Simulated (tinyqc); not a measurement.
Worked calculation (part 1 of 2): CIS and TDHF on RHF in the sto-3g basis, frozen core, for H2O, spin multiplicity 1. Computed by tinyqc, a small Python program that keeps every step (integrals from PySCF). Settings: charge = 0, multiplicity = 1, basis = sto-3g, method = RHF, frozen orbitals = 1, energy threshold = 1e-10, iteration cap = 86, orthogonalisation = symmetric, start = core, DIIS depth = 6, TDHF = 1. Command: `OMP_NUM_THREADS=1 python tinyqc.py 28152 28153 out.jsonl` (the two numbers bound the seeds that draw the settings). One thread of a shared host (Intel(R) Xeon(R) Processor @ 2.60GHz), about 0.08 s of CPU time with the checks. The early iterations of the SCF are left out here.

## One-electron integrals

Geometry (angstrom):
```
atom       x        y       z
O     0.0000   0.0000  0.0000
H     0.0000   0.6570  0.5960
H     0.0000  -0.6660  0.6050
```

Basis sto-3g: exponents (1/bohr^2) and contraction coefficients of normalised primitives:
```
element  l (shell)  exponent  coefficient
O            s (1)  130.7093       0.1543
O            s (1)   23.8089       0.5353
O            s (1)    6.4436       0.4446
O            s (2)    5.0332      -0.1000
O            s (2)    1.1696       0.3995
O            s (2)    0.3804       0.7001
O            p (3)    5.0332       0.1559
O            p (3)    1.1696       0.6077
O            p (3)    0.3804       0.3920
H            s (1)    3.4253       0.1543
H            s (1)    0.6239       0.5353
H            s (1)    0.1689       0.4446
```

Overlap, kinetic and nuclear-attraction integrals over the contracted functions; the nuclear repulsion is the sum of Za Zb / Rab.

nuclear repulsion = 9.877434 hartree

overlap S, order 1O 1s, 1O 2s, 1O 2px, 1O 2py, 1O 2pz, 2H 1s, 3H 1s:
$$\begin{pmatrix}
1.0000 & 0.2367 & 0.0000 & 0.0000 & 0.0000 & 0.0637 & 0.0618 \\
0.2367 & 1.0000 & 0.0000 & 0.0000 & 0.0000 & 0.5219 & 0.5132 \\
0.0000 & 0.0000 & 1.0000 & 0.0000 & 0.0000 & 0.0000 & 0.0000 \\
0.0000 & 0.0000 & 0.0000 & 1.0000 & 0.0000 & 0.3085 & -0.3054 \\
0.0000 & 0.0000 & 0.0000 & 0.0000 & 1.0000 & 0.2799 & 0.2774 \\
0.0637 & 0.5219 & 0.0000 & 0.3085 & 0.2799 & 1.0000 & 0.3287 \\
0.0618 & 0.5132 & 0.0000 & -0.3054 & 0.2774 & 0.3287 & 1.0000
\end{pmatrix}$$

kinetic energy T (hartree), order 1O 1s, 1O 2s, 1O 2px, 1O 2py, 1O 2pz, 2H 1s, 3H 1s:
$$\begin{pmatrix}
29.0032 & -0.1680 & 0.0000 & 0.0000 & 0.0000 & 0.0035 & 0.0022 \\
-0.1680 & 0.8081 & 0.0000 & 0.0000 & 0.0000 & 0.1651 & 0.1581 \\
0.0000 & 0.0000 & 2.5287 & 0.0000 & 0.0000 & 0.0000 & 0.0000 \\
0.0000 & 0.0000 & 0.0000 & 2.5287 & 0.0000 & 0.2526 & -0.2445 \\
0.0000 & 0.0000 & 0.0000 & 0.0000 & 2.5287 & 0.2291 & 0.2221 \\
0.0035 & 0.1651 & 0.0000 & 0.2526 & 0.2291 & 0.7600 & 0.0301 \\
0.0022 & 0.1581 & 0.0000 & -0.2445 & 0.2221 & 0.0301 & 0.7600
\end{pmatrix}$$

nuclear attraction V (hartree), order 1O 1s, 1O 2s, 1O 2px, 1O 2py, 1O 2pz, 2H 1s, 3H 1s:
$$\begin{pmatrix}
-61.8031 & -7.4635 & 0.0000 & -0.0004 & -0.0240 & -2.0724 & -2.0105 \\
-7.4635 & -10.2133 & 0.0000 & -0.0034 & -0.2741 & -4.3873 & -4.2966 \\
0.0000 & 0.0000 & -10.0436 & 0.0000 & 0.0000 & 0.0000 & 0.0000 \\
-0.0004 & -0.0034 & 0.0000 & -10.2026 & -0.0021 & -2.3123 & 2.2752 \\
-0.0240 & -0.2741 & 0.0000 & -0.0021 & -10.1747 & -2.2036 & -2.1724 \\
-2.0724 & -4.3873 & 0.0000 & -2.3123 & -2.2036 & -6.1672 & -2.1789 \\
-2.0105 & -4.2966 & 0.0000 & 2.2752 & -2.1724 & -2.1789 & -6.1139
\end{pmatrix}$$

core Hamiltonian H = T + V (hartree), order 1O 1s, 1O 2s, 1O 2px, 1O 2py, 1O 2pz, 2H 1s, 3H 1s:
$$\begin{pmatrix}
-32.7999 & -7.6315 & 0.0000 & -0.0004 & -0.0240 & -2.0689 & -2.0083 \\
-7.6315 & -9.4052 & 0.0000 & -0.0034 & -0.2741 & -4.2222 & -4.1385 \\
0.0000 & 0.0000 & -7.5149 & 0.0000 & 0.0000 & 0.0000 & 0.0000 \\
-0.0004 & -0.0034 & 0.0000 & -7.6739 & -0.0021 & -2.0597 & 2.0307 \\
-0.0240 & -0.2741 & 0.0000 & -0.0021 & -7.6459 & -1.9745 & -1.9503 \\
-2.0689 & -4.2222 & 0.0000 & -2.0597 & -1.9745 & -5.4072 & -2.1488 \\
-2.0083 & -4.1385 & 0.0000 & 2.0307 & -1.9503 & -2.1488 & -5.3539
\end{pmatrix}$$

## Two-electron integrals

Functions are numbered as in S; the eight-fold symmetry (ij|kl) = (ji|kl) = (kl|ij) leaves the list below.

Two-electron integrals (ij|kl) in chemists' order, unique and non-zero (hartree):
```
(11|11) 4.7851      (21|11) 0.7414      (21|21) 0.1369      (22|11) 1.1189
(22|21) 0.2566      (22|22) 0.8172      (31|31) 0.0245      (32|31) 0.0378
(32|32) 0.1805      (33|11) 1.1158      (33|21) 0.2567      (33|22) 0.8170
(33|33) 0.8802      (41|41) 0.0245      (42|41) 0.0378      (42|42) 0.1805
(43|43) 0.0474      (44|11) 1.1158      (44|21) 0.2567      (44|22) 0.8170
(44|33) 0.7853      (44|44) 0.8802      (51|51) 0.0245      (52|51) 0.0378
(52|52) 0.1805      (53|53) 0.0474      (54|54) 0.0474      (55|11) 1.1158
(55|21) 0.2567      (55|22) 0.8170      (55|33) 0.7853      (55|44) 0.7853
(55|55) 0.8802      (61|11) 0.2031      (61|21) 0.0371      (61|22) 0.0691
(61|33) 0.0689      (61|41) 0.0012      (61|42) 0.0023      (61|44) 0.0691
(61|51) 0.0011      (61|52) 0.0021      (61|54) 1.93e-04    (61|55) 0.0691
(61|61) 0.0102      (62|11) 0.4546      (62|21) 0.1054      (62|22) 0.3670
(62|33) 0.3611      (62|41) 0.0058      (62|42) 0.0426      (62|44) 0.3706
(62|51) 0.0052      (62|52) 0.0387      (62|54) 0.0086      (62|55) 0.3690
(62|61) 0.0291      (62|62) 0.1977      (63|31) 0.0115      (63|32) 0.0652
(63|43) 0.0090      (63|53) 0.0082      (63|63) 0.0295      (64|11) 0.2296
(64|21) 0.0540      (64|22) 0.2008      (64|33) 0.1915      (64|41) 0.0141
(64|42) 0.0876      (64|44) 0.2148      (64|51) 0.0024      (64|52) 0.0203
(64|54) 0.0129      (64|55) 0.1958      (64|61) 0.0156      (64|62) 0.1314
(64|64) 0.1159      (65|11) 0.2083      (65|21) 0.0489      (65|22) 0.1821
(65|33) 0.1737      (65|41) 0.0024      (65|42) 0.0203      (65|44) 0.1785
(65|51) 0.0137      (65|52) 0.0836      (65|54) 0.0133      (65|55) 0.1940
(65|61) 0.0141      (65|62) 0.1192      (65|64) 0.0784      (65|65) 0.1006
(66|11) 0.5669      (66|21) 0.1336      (66|22) 0.5291      (66|33) 0.5076
(66|41) 0.0102      (66|42) 0.1007      (66|44) 0.5427      (66|51) 0.0093
(66|52) 0.0913      (66|54) 0.0318      (66|55) 0.5365      (66|61) 0.0372
(66|62) 0.3457      (66|64) 0.2628      (66|65) 0.2384      (66|66) 0.7746
(71|11) 0.1971      (71|21) 0.0360      (71|22) 0.0670      (71|33) 0.0669
(71|41) -0.0012     (71|42) -0.0023     (71|44) 0.0671      (71|51) 0.0011
(71|52) 0.0021      (71|54) -1.89e-04   (71|55) 0.0671      (71|61) 0.0098
(71|62) 0.0275      (71|64) 0.0133      (71|65) 0.0134      (71|66) 0.0347
(71|71) 0.0096      (72|11) 0.4451      (72|21) 0.1032      (72|22) 0.3599
(72|33) 0.3541      (72|41) -0.0057     (72|42) -0.0420     (72|44) 0.3634
(72|51) 0.0052      (72|52) 0.0381      (72|54) -0.0085     (72|55) 0.3618
(72|61) 0.0277      (72|62) 0.1641      (72|64) 0.0739      (72|65) 0.0966
(72|66) 0.2441      (72|71) 0.0276      (72|72) 0.1907      (73|31) 0.0112
(73|32) 0.0637      (73|43) -0.0089     (73|53) 0.0081      (73|63) 0.0238
(73|73) 0.0283      (74|11) -0.2260     (74|21) -0.0531     (74|22) -0.1980
(74|33) -0.1888     (74|41) 0.0138      (74|42) 0.0859      (74|44) -0.2118
(74|51) -0.0023     (74|52) -0.0201     (74|54) 0.0127      (74|55) -0.1931
(74|61) -0.0135     (74|62) -0.0746     (74|64) -0.0100     (74|65) -0.0428
(74|66) -0.0948     (74|71) -0.0149     (74|72) -0.1274     (74|74) 0.1126
(75|11) 0.2053      (75|21) 0.0483      (75|22) 0.1798      (75|33) 0.1715
(75|41) -0.0023     (75|42) -0.0201     (75|44) 0.1762      (75|51) 0.0133
(75|52) 0.0820      (75|54) -0.0131     (75|55) 0.1915      (75|61) 0.0136
(75|62) 0.0971      (75|64) 0.0426      (75|65) 0.0801      (75|66) 0.1595
(75|71) 0.0135      (75|72) 0.1158      (75|74) -0.0766     (75|75) 0.0979
(76|11) 0.2143      (76|21) 0.0502      (76|22) 0.1894      (76|33) 0.1848
(76|41) -1.35e-05   (76|42) -1.52e-04   (76|44) 0.1880      (76|51) 0.0040
(76|52) 0.0345      (76|54) -4.71e-05   (76|55) 0.1953      (76|61) 0.0137
(76|62) 0.1026      (76|64) 0.0581      (76|65) 0.0696      (76|66) 0.1856
(76|71) 0.0133      (76|72) 0.1010      (76|74) -0.0577     (76|75) 0.0689
(76|76) 0.0639      (77|11) 0.5603      (77|21) 0.1320      (77|22) 0.5243
(77|33) 0.5030      (77|41) -0.0100     (77|42) -0.0996     (77|44) 0.5378
(77|51) 0.0091      (77|52) 0.0905      (77|54) -0.0316     (77|55) 0.5317
(77|61) 0.0354      (77|62) 0.2467      (77|64) 0.0949      (77|65) 0.1605
(77|66) 0.3858      (77|71) 0.0357      (77|72) 0.3383      (77|74) -0.2586
(77|75) 0.2349      (77|76) 0.1856      (77|77) 0.7746
```

## Orthogonalisation

S = U s U^T; symmetric (Loewdin) form X = U s^(-1/2) U^T, so that X^T S X = 1.

eigenvalues of S: [0.3000, 0.3718, 0.8794, 1.0000, 1.0982, 1.2998, 2.0508]

X, order 1O 1s, 1O 2s, 1O 2px, 1O 2py, 1O 2pz, 2H 1s, 3H 1s:
$$\begin{pmatrix}
1.0244 & -0.1465 & 0.0000 & -0.0002 & -0.0125 & 0.0229 & 0.0226 \\
-0.1465 & 1.3012 & 0.0000 & 0.0040 & 0.1475 & -0.3403 & -0.3280 \\
0.0000 & 0.0000 & 1.0000 & 0.0000 & 0.0000 & 0.0000 & 0.0000 \\
-0.0002 & 0.0040 & 0.0000 & 1.1238 & 0.0017 & -0.2550 & 0.2500 \\
-0.0125 & 0.1475 & 0.0000 & 0.0017 & 1.0779 & -0.1794 & -0.1747 \\
0.0229 & -0.3403 & 0.0000 & -0.2550 & -0.1794 & 1.2727 & -0.1270 \\
0.0226 & -0.3280 & 0.0000 & 0.2500 & -0.1747 & -0.1270 & 1.2617
\end{pmatrix}$$

## Iteration 8 (converged): orbitals

converged F (hartree), order 1O 1s, 1O 2s, 1O 2px, 1O 2py, 1O 2pz, 2H 1s, 3H 1s:
$$\begin{pmatrix}
-20.2370 & -5.1656 & 0.0000 & -0.0003 & -0.0323 & -1.4092 & -1.3682 \\
-5.1656 & -2.4769 & 0.0000 & -0.0040 & -0.1709 & -1.1590 & -1.1359 \\
0.0000 & 0.0000 & -0.4028 & 0.0000 & 0.0000 & 0.0000 & 0.0000 \\
-0.0003 & -0.0040 & 0.0000 & -0.3580 & -0.0040 & -0.3900 & 0.3859 \\
-0.0323 & -0.1709 & 0.0000 & -0.0040 & -0.4075 & -0.4295 & -0.4261 \\
-1.4092 & -1.1590 & 0.0000 & -0.3900 & -0.4295 & -0.6945 & -0.5266 \\
-1.3682 & -1.1359 & 0.0000 & 0.3859 & -0.4261 & -0.5266 & -0.6742
\end{pmatrix}$$

Diagonalise F' = X^T F X, C = X C', fill 5 alpha and 5 beta electrons from the bottom; D = 2 C_occ C_occ^T. Each column has its largest component positive (the first on a tie).

F' = X^T F X (hartree):
$$\begin{pmatrix}
-19.8548 & -2.6932 & 0.0000 & 0.0002 & -0.0556 & -0.2512 & -0.2379 \\
-2.6932 & -1.1940 & 0.0000 & 0.0020 & 0.1256 & -0.5788 & -0.5627 \\
0.0000 & 0.0000 & -0.4028 & 0.0000 & 0.0000 & 0.0000 & 0.0000 \\
0.0002 & 0.0020 & 0.0000 & -0.0319 & -0.0013 & -0.5026 & 0.4977 \\
-0.0556 & 0.1256 & 0.0000 & -0.0013 & -0.2067 & -0.3768 & -0.3714 \\
-0.2512 & -0.5788 & 0.0000 & -0.5026 & -0.3768 & 0.0458 & -0.1505 \\
-0.2379 & -0.5627 & 0.0000 & 0.4977 & -0.3714 & -0.1505 & 0.0416
\end{pmatrix}$$

orbital energies (hartree): MO1 -20.2461, MO2 -1.3169, MO3 -0.6351, MO4 -0.4820, MO5 -0.4028, MO6 0.6822, MO7 0.7980

coefficients C, order 1O 1s, 1O 2s, 1O 2px, 1O 2py, 1O 2pz, 2H 1s, 3H 1s:
$$\begin{pmatrix}
0.9940 & -0.2295 & 0.0020 & 0.1125 & 0.0000 & -0.1365 & -0.0100 \\
0.0279 & 0.8071 & -0.0111 & -0.5854 & 0.0000 & 0.9791 & 0.0793 \\
0.0000 & 0.0000 & 0.0000 & 0.0000 & 1.0000 & 0.0000 & 0.0000 \\
0.0001 & 0.0038 & 0.6233 & -0.0036 & 0.0000 & -0.0640 & 0.9989 \\
0.0054 & 0.1651 & 0.0055 & 0.7626 & 0.0000 & 0.7965 & 0.0562 \\
-0.0068 & 0.1629 & 0.4471 & 0.2572 & 0.0000 & -0.7800 & -0.9739 \\
-0.0065 & 0.1577 & -0.4480 & 0.2651 & 0.0000 & -0.8884 & 0.8508
\end{pmatrix}$$

D after iteration 8, order 1O 1s, 1O 2s, 1O 2px, 1O 2py, 1O 2pz, 2H 1s, 3H 1s:
$$\begin{pmatrix}
2.1067 & -0.4467 & 0.0000 & 0.0001 & 0.1066 & -0.0285 & -0.0275 \\
-0.4467 & 1.9899 & 0.0000 & -0.0033 & -0.6263 & -0.0485 & -0.0463 \\
0.0000 & 0.0000 & 2.0000 & 0.0000 & 0.0000 & 0.0000 & 0.0000 \\
0.0001 & -0.0033 & 0.0000 & 0.7770 & 0.0027 & 0.5567 & -0.5592 \\
0.1066 & -0.6263 & 0.0000 & 0.0027 & 1.2179 & 0.4509 & 0.4514 \\
-0.0285 & -0.0485 & 0.0000 & 0.5567 & 0.4509 & 0.5852 & -0.2128 \\
-0.0275 & -0.0463 & 0.0000 & -0.5592 & 0.4514 & -0.2128 & 0.5919
\end{pmatrix}$$

## Convergence

Stop when the energy changes by less than 1e-10 hartree and every element of the error matrix X^T (F D S - S D F) X is below 3e-06.

Course of the cycle:
```
iteration  E (hartree)     change  largest element of the error matrix
1           -73.177809          -                             7.36e-01
2           -74.928346  -1.75e+00                             7.77e-02
3           -74.938094  -9.75e-03                             2.16e-02
4           -74.938669  -5.75e-04                             2.80e-03
5           -74.938690  -2.06e-05                             5.81e-04
6           -74.938691  -9.11e-07                             5.50e-05
7           -74.938691  -4.28e-09                             7.31e-07
8           -74.938691  -1.17e-12                             5.57e-08
```

PySCF RHF in the same basis = -74.938691 hartree

Converged in 8 iterations.

## Integrals over molecular orbitals

(pq|rs) = sum C_ip C_jq C_kr C_ls (ij|kl), one index at a time.

one-electron integrals over orbitals h = C^T H C (hartree):
$$\begin{pmatrix}
-32.7818 & 0.5515 & -0.0048 & -0.2610 & 0.0000 & 0.3136 & 0.0230 \\
0.5515 & -7.7645 & 0.0001 & 0.3856 & 0.0000 & -1.4488 & -0.1097 \\
-0.0048 & 0.0001 & -6.5584 & -0.0161 & 0.0000 & 0.1173 & -1.6420 \\
-0.2610 & 0.3856 & -0.0161 & -7.1136 & 0.0000 & -1.0081 & -0.0502 \\
0.0000 & 0.0000 & 0.0000 & 0.0000 & -7.5149 & 0.0000 & 0.0000 \\
0.3136 & -1.4488 & 0.1173 & -1.0081 & 0.0000 & -5.4249 & 0.0132 \\
0.0230 & -0.1097 & -1.6420 & -0.0502 & 0.0000 & 0.0132 & -5.6013
\end{pmatrix}$$

Two-electron integrals over orbitals (pq|rs), unique and non-zero (hartree); the lowest 1 orbital is frozen and left out:
```
(22|22) 0.7409      (32|22) 0.0024      (32|32) 0.1486      (33|22) 0.6649
(33|32) -0.0011     (33|33) 0.6558      (42|22) 0.0188      (42|32) 6.05e-07
(42|33) 0.0072      (42|42) 0.1169      (43|22) 0.0010      (43|32) 0.0128
(43|33) 0.0007      (43|42) -0.0016     (43|43) 0.0462      (44|22) 0.6730
(44|32) -0.0010     (44|33) 0.6141      (44|42) -0.1042     (44|43) 0.0024
(44|44) 0.8062      (52|52) 0.1414      (53|52) -0.0009     (53|53) 0.0305
(54|52) -0.0502     (54|53) 0.0006      (54|54) 0.0604      (55|22) 0.7461
(55|32) -3.41e-04   (55|33) 0.6457      (55|42) -0.0654     (55|43) 0.0021
(55|44) 0.7380      (55|55) 0.8802      (62|22) 0.1486      (62|32) -0.0028
(62|33) 0.0853      (62|42) 0.0154      (62|43) 0.0027      (62|44) 0.0929
(62|55) 0.1638      (62|62) 0.1063      (63|22) -0.0096     (63|32) -0.0328
(63|33) -0.0066     (63|42) 0.0052      (63|43) -0.0233     (63|44) -0.0105
(63|55) -0.0131     (63|62) -0.0078     (63|63) 0.0628      (64|22) 0.0825
(64|32) 0.0053      (64|33) 0.0427      (64|42) -0.0336     (64|43) 0.0008
(64|44) 0.1198      (64|55) 0.1064      (64|62) 0.0572      (64|63) -0.0081
(64|64) 0.0637      (65|52) 0.0601      (65|53) -0.0020     (65|54) -0.0048
(65|65) 0.0400      (66|22) 0.6338      (66|32) -0.0125     (66|33) 0.5852
(66|42) 0.0594      (66|43) -0.0055     (66|44) 0.5566      (66|55) 0.6011
(66|62) 0.1032      (66|63) 0.0043      (66|64) 0.0405      (66|66) 0.6116
(72|22) 0.0110      (72|32) 0.0309      (72|33) 0.0055      (72|42) -1.82e-04
(72|43) -0.0375     (72|44) 0.0080      (72|55) 0.0124      (72|62) 0.0038
(72|63) 0.0370      (72|64) 0.0051      (72|66) 0.0091      (72|72) 0.0590
(73|22) 0.1198      (73|32) -0.0033     (73|33) 0.0901      (73|42) -0.0795
(73|43) 4.32e-04    (73|44) 0.1606      (73|55) 0.1810      (73|62) 0.0776
(73|63) -0.0065     (73|64) 0.0735      (73|66) 0.0354      (73|72) 0.0084
(73|73) 0.1518      (74|22) 0.0030      (74|32) -0.0808     (74|33) 0.0032
(74|42) -0.0009     (74|43) 0.0087      (74|44) 0.0062      (74|55) 0.0051
(74|62) 0.0046      (74|63) 0.0377      (74|64) -0.0017     (74|66) 0.0099
(74|72) -0.0142     (74|73) 0.0065      (74|74) 0.0714      (75|52) 0.0045
(75|53) 0.0232      (75|54) -0.0007     (75|65) 0.0012      (75|75) 0.0233
(76|22) 0.0020      (76|32) 0.0978      (76|33) -0.0032     (76|42) 0.0041
(76|43) 0.0399      (76|44) -0.0042     (76|55) -0.0011     (76|62) 0.0028
(76|63) -0.0550     (76|64) 0.0048      (76|66) -0.0121     (76|72) -0.0156
(76|73) -0.0066     (76|74) -0.0567     (76|76) 0.1092      (77|22) 0.6315
(77|32) 0.0138      (77|33) 0.6243      (77|42) -0.0065     (77|43) 0.0057
(77|44) 0.6137      (77|55) 0.6262      (77|62) 0.0704      (77|63) -0.0133
(77|64) 0.0359      (77|66) 0.5754      (77|72) 0.0035      (77|73) 0.0811
(77|74) -0.0063     (77|76) 0.0116      (77|77) 0.6284
```

## CIS matrix, singlets

A(ia,jb) = (e_a - e_i) d_ij d_ab + 2 (ia|jb) - (ij|ab).

CIS matrix A, singlet (hartree), order 2>6, 2>7, 3>6, 3>7, 4>6, 4>7, 5>6, 5>7:
$$\begin{pmatrix}
1.5778 & 0.0056 & -0.0030 & 0.0574 & 0.0550 & 0.0051 & 0.0000 & 0.0000 \\
0.0056 & 1.6014 & -0.0237 & 0.0029 & 0.0061 & -0.0218 & 0.0000 & 0.0000 \\
-0.0030 & -0.0237 & 0.8577 & -0.0098 & -0.0107 & 0.0355 & 0.0000 & 0.0000 \\
0.0574 & 0.0029 & -0.0098 & 1.1125 & 0.1071 & 0.0073 & 0.0000 & 0.0000 \\
0.0550 & 0.0061 & -0.0107 & 0.1071 & 0.7349 & 0.0009 & 0.0000 & 0.0000 \\
0.0051 & -0.0218 & 0.0355 & 0.0073 & 0.0009 & 0.8091 & 0.0000 & 0.0000 \\
0.0000 & 0.0000 & 0.0000 & 0.0000 & 0.0000 & 0.0000 & 0.5639 & 0.0035 \\
0.0000 & 0.0000 & 0.0000 & 0.0000 & 0.0000 & 0.0000 & 0.0035 & 0.6212
\end{pmatrix}$$

## CIS singlet states

dipole integrals <i|r|a> (bohr), order 2>6, 2>7, 3>6, 3>7, 4>6, 4>7, 5>6, 5>7:
$$\begin{pmatrix}
0.0000 & 0.0042 & -0.1676 \\
0.0000 & -0.1556 & -0.0157 \\
0.0000 & -0.7146 & 0.0461 \\
0.0000 & -0.0468 & -0.6590 \\
0.0000 & 0.0495 & -0.5065 \\
0.0000 & -0.6190 & -0.0263 \\
0.0665 & 0.0000 & 0.0000 \\
0.0043 & 0.0000 & 0.0000
\end{pmatrix}$$

Diagonalise A (1 hartree = 27.211386 eV); each vector has its largest component positive (the first on a tie). The transition dipole is mu = sqrt2 sum c_ia <i|r|a>.

singlet excitation energies (eV): [15.3385, 16.9089, 19.1705, 21.4956, 23.8148, 30.7643, 43.2015, 43.6907]

lowest vectors, order 2>6, 2>7, 3>6, 3>7, 4>6, 4>7, 5>6, 5>7:
$$\begin{pmatrix}
0.0000 & 0.0000 & -0.0445 & -0.0061 & -0.0003 & -0.1527 \\
0.0000 & 0.0000 & -0.0043 & 0.0103 & 0.0429 & -0.0084 \\
0.0000 & 0.0000 & 0.0522 & -0.4624 & 0.8836 & -0.0393 \\
0.0000 & 0.0000 & -0.2461 & -0.0403 & 0.0373 & 0.9580 \\
0.0000 & 0.0000 & 0.9668 & 0.0217 & -0.0342 & 0.2391 \\
0.0000 & 0.0000 & -0.0079 & 0.8854 & 0.4635 & 0.0162 \\
0.9982 & 0.0602 & 0.0000 & 0.0000 & 0.0000 & 0.0000 \\
-0.0602 & 0.9982 & 0.0000 & 0.0000 & 0.0000 & 0.0000
\end{pmatrix}$$

oscillator strengths 2/3 w |mu|^2: [0.0033, 0.0001, 0.0953, 0.0501, 1.0065, 0.8011]

## TDHF (RPA) singlet states

B(ia,jb) = 2 (ia|jb) - (ib|ja); the squared energies are the eigenvalues of (A - B)(A + B); 1 hartree = 27.211386 eV.

TDHF matrix B, singlet (hartree), order 2>6, 2>7, 3>6, 3>7, 4>6, 4>7, 5>6, 5>7:
$$\begin{pmatrix}
0.1063 & 0.0038 & -0.0078 & 0.1181 & 0.0572 & 0.0041 & 0.0000 & 0.0000 \\
0.0038 & 0.0590 & -0.0035 & 0.0084 & 0.0056 & -0.0142 & 0.0000 & 0.0000 \\
-0.0078 & -0.0035 & 0.0628 & -0.0065 & -0.0081 & 0.0019 & 0.0000 & 0.0000 \\
0.1181 & 0.0084 & -0.0065 & 0.1518 & 0.1093 & 0.0065 & 0.0000 & 0.0000 \\
0.0572 & 0.0056 & -0.0081 & 0.1093 & 0.0637 & -0.0017 & 0.0000 & 0.0000 \\
0.0041 & -0.0142 & 0.0019 & 0.0065 & -0.0017 & 0.0714 & 0.0000 & 0.0000 \\
0.0000 & 0.0000 & 0.0000 & 0.0000 & 0.0000 & 0.0000 & 0.0400 & 0.0012 \\
0.0000 & 0.0000 & 0.0000 & 0.0000 & 0.0000 & 0.0000 & 0.0012 & 0.0233
\end{pmatrix}$$

squared energies w^2 (hartree^2): [0.3161, 0.3856, 0.4920, 0.6194, 0.7615, 1.2305, 2.4804, 2.5688]

TDHF energies from the positive w^2 (eV): [15.3002, 16.8967, 19.0860, 21.4151, 23.7461, 30.1852, 42.8562, 43.6130]

## CIS matrix, triplets

A(ia,jb) = (e_a - e_i) d_ij d_ab - (ij|ab).

CIS matrix A, triplet (hartree), order 2>6, 2>7, 3>6, 3>7, 4>6, 4>7, 5>6, 5>7:
$$\begin{pmatrix}
1.3652 & -0.0020 & 0.0125 & -0.0978 & -0.0594 & -0.0041 & 0.0000 & 0.0000 \\
-0.0020 & 1.4834 & -0.0978 & -0.0138 & -0.0041 & 0.0065 & 0.0000 & 0.0000 \\
0.0125 & -0.0978 & 0.7322 & 0.0032 & 0.0055 & -0.0399 & 0.0000 & 0.0000 \\
-0.0978 & -0.0138 & 0.0032 & 0.8088 & -0.0399 & -0.0057 & 0.0000 & 0.0000 \\
-0.0594 & -0.0041 & 0.0055 & -0.0399 & 0.6076 & 0.0042 & 0.0000 & 0.0000 \\
-0.0041 & 0.0065 & -0.0399 & -0.0057 & 0.0042 & 0.6663 & 0.0000 & 0.0000 \\
0.0000 & 0.0000 & 0.0000 & 0.0000 & 0.0000 & 0.0000 & 0.4839 & 0.0011 \\
0.0000 & 0.0000 & 0.0000 & 0.0000 & 0.0000 & 0.0000 & 0.0011 & 0.5746
\end{pmatrix}$$
